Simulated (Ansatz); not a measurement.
# C2H4O2S: the cost of one run

Method: the levels named in each step, in Ansatz 0.2.0.

**1. The starting structure**

Bond lengths: C1–C2 1.324 Å, O3–S4 1.437 Å, S4–O5 1.437 Å, C1–H6 1.079 Å, C1–H7 1.079 Å, C2–H8 1.077 Å, C2–H9 1.077 Å. Angles: C1–C2–H8 121.8°, C1–C2–H9 121.7°, H8–C2–H9 116.5°, C2–C1–H6 121.7°, C2–C1–H7 121.7°, H6–C1–H7 116.3°, O3–S4–O5 116.1°.

Coordinates:

```xyz
9

C    -0.5105    0.6380    1.7826
C     0.7589    0.3540    2.0299
O     0.4696    0.8633   -1.2701
S    -0.4078   -0.1350   -0.7235
O     0.1304   -1.4640   -0.6268
H    -0.8206    1.6232    1.4719
H    -1.2983   -0.0718    1.9803
H     1.0658   -0.6191    2.3757
H     1.5428    1.0752    1.8684
```

**2. A rough first relaxation, PBE-D4/def2-SVP**

File input.yaml:

```yaml
crystal:
  periodic: [false, false, false]
  atoms:
    - { symbol: C, position_ang: [-0.51046, 0.63802, 1.78261] }
    - { symbol: C, position_ang: [0.75893, 0.35403, 2.02987] }
    - { symbol: O, position_ang: [0.46959, 0.86334, -1.27013] }
    - { symbol: S, position_ang: [-0.40782, -0.13498, -0.72349] }
    - { symbol: O, position_ang: [0.13037, -1.46402, -0.62677] }
    - { symbol: H, position_ang: [-0.82059, 1.62315, 1.47193] }
    - { symbol: H, position_ang: [-1.29831, -0.0718, 1.98034] }
    - { symbol: H, position_ang: [1.06583, -0.61912, 2.37571] }
    - { symbol: H, position_ang: [1.54284, 1.07522, 1.86845] }
basis:
  gaussian: { orbitals: def2-SVP }
hamiltonian:
  xc: pbe
  dispersion: d4
relax:
  f_tol: 0.03
  max_steps: 200
```

Started as:

```sh
ansatz run input.yaml --threads 4 --pin off --max-ram 10240MiB --backend cpu --events-out ev --progress --plain --runs-dir out
```

**Question.** How long does this run take on 4 threads of Intel Xeon Platinum 8488C (Sapphire Rapids), shared host, and how much memory does it need?

About 23 s, with a peak of 0.15 GiB.
